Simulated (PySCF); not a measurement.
# C5H10S: the cost of one run

The runs use PySCF 2.14.0, with density-fitted response routines of our own; the level of theory stands in each step. All values are computed, except where a source is named. Atoms are numbered from 0 throughout.

## Step 1: The starting structure

16 atoms, charge 0, multiplicity 1; geometry from: MMFF94s. The atoms were then displaced at random by about 0.03 Å, so the start is not that level's minimum.

Bonds of the start (Å): C0–S1 1.85, S1–C2 1.86, C2–C3 1.46, C3–C4 1.63, C4–C5 1.56, C5–C2 1.52, C0–H6 1.14, C0–H7 1.00, C0–H8 1.09, C2–H9 1.10, C3–H10 1.05, C3–H11 1.09, C4–H12 1.18, C4–H13 1.07, C5–H14 1.14, C5–H15 1.14.

## Step 2: Geometry optimisation at PBE0-D3(BJ)/def2-SVP

Job settings and geometry (Å):

```
{"job": {"xc": "PBE0", "basis": "def2-SVP", "d3": "d3bj", "grid": 1, "shake": 0.03, "kind": "geom"}, "charge": 0, "multiplicity": 1}
C      2.662550     0.225920    -0.363610
S      1.466000     0.562300     1.009630
C      0.019320    -0.392210     0.333520
C     -0.651050     0.401380    -0.698850
C     -2.015480    -0.214140    -0.042730
C     -1.176030    -0.293830     1.270430
H      2.206750     0.710030    -1.294610
H      2.832910    -0.749870    -0.527760
H      3.549160     0.815520    -0.119590
H      0.320330    -1.416820     0.086130
H     -0.626180     0.087070    -1.702840
H     -0.682420     1.491130    -0.604370
H     -2.958880     0.499340     0.014650
H     -2.369330    -1.152590    -0.401480
H     -1.373270    -1.228720     1.885760
H     -1.238720     0.621540     1.940250
```

Started as:

```console
> OMP_NUM_THREADS=1 python probes_run.py task.json out
```

This one command runs all jobs of the session in turn.

**Question.** How long does this first job take on 1 thread of AMD EPYC 7R43, shared host, and how much memory does it need?

About 44 s, with a peak of 0.6 GiB.
